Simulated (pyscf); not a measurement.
# Four-centre exchange: HS–Zn–SH + hydrogen chloride (HCl) → H₂S + HS–Zn–Cl

Gas phase, singlet surface, charge 0. Bonds broken: S1–Zn2, Cl6–H7. Bonds formed: S1–H7, Zn2–Cl6. PySCF, gas phase, ωB97X-D3(BJ)/def2-SVP geometries.

Transition state (Å):

```xyz
7

S     -2.2296    -0.4838     0.1035
Zn     0.0624    -0.1901    -0.0987
S      1.7784     0.7206    -1.0700
H     -2.2766    -1.4538    -0.8335
H      1.0139     1.4750    -1.8857
Cl     0.0903    -1.8166     1.7068
H     -1.2655    -1.4441     1.2278
```

One imaginary mode, 552i cm⁻¹; descent along it reached the two sides named, in the forms told below.

```json
[
 {"bond": "S1–Zn2", "change": "breaks", "reactant side (Å)": "2.220", "saddle": "2.319", "product side": "2.6"},
 {"bond": "Cl6–H7", "change": "breaks", "reactant side (Å)": "1.306", "saddle": "1.485", "product side": "2.8"},
 {"bond": "S1–H7", "change": "forms", "reactant side (Å)": "2.432", "saddle": "1.765", "product side": "1.350"},
 {"bond": "Zn2–Cl6", "change": "forms", "reactant side (Å)": "2.7", "saddle": "2.430", "product side": "2.152"}
]
```

Electronic energies relative to the separated reactants (kcal/mol):

| level | barrier | reaction energy | reverse barrier |
|---|---|---|---|
| ωB97X-D3(BJ)/def2-TZVP | -2.9 | -8.7 | 5.8 |
| PBE/def2-TZVP | -4.4 | -7.5 | 3.1 |
| r²SCAN/def2-TZVP | -5.3 | -8.5 | 3.2 |
| B3LYP-D3(BJ)/def2-TZVP | -2.4 | -8.9 | 6.5 |
| PBE0-D3(BJ)/def2-TZVP | -4.6 | -8.2 | 3.7 |
| M06-2X/def2-TZVP | -3.4 | -9.8 | 6.5 |
| ωB97M-D3(BJ)/def2-TZVP | -0.2 | -9.1 | 8.9 |
| HF/def2-TZVP | 11.3 | -13.0 | 24.3 |

With ωB97M-D3(BJ)/def2-TZVP energies and thermal terms (ideal gas, 1 atm, RRHO with modes under 100 cm⁻¹ raised to 100, one conformer, R ln 2 for rigid chiral ones), in kcal/mol:

```csv
T (K),ΔH‡,ΔG‡,ΔH,ΔG
298,-1.4,8.7,-9.0,-9.5
600,-1.4,19.0,-9.5,-9.9
900,-0.9,29.1,-9.9,-9.9
1200,-0.4,39.0,-10.3,-9.9
```

On the reactant side the descent ends in a complex, 6.7 kcal/mol under the separated species and 3.8 kcal/mol under the saddle at ωB97X-D3(BJ)/def2-TZVP. On the product side the descent ends in an adduct with a S–Zn contact, 12.0 kcal/mol under the separated species and 17.7 kcal/mol under the saddle at ωB97X-D3(BJ)/def2-TZVP. At ωB97X-D3(BJ), PBE, r²SCAN, B3LYP-D3(BJ), PBE0-D3(BJ), M06-2X, ωB97M-D3(BJ) the saddle lies under the separated reactants, which points to a path from their complex (located at ωB97X-D3(BJ) alone). What is counted as broken (S–Zn) persists as a longer contact in the product adduct; parting that adduct is a step of its own. This is the saddle that the search found; another between the same sides may lie lower. Elements up to Kr have no core potential and no relativistic terms here.
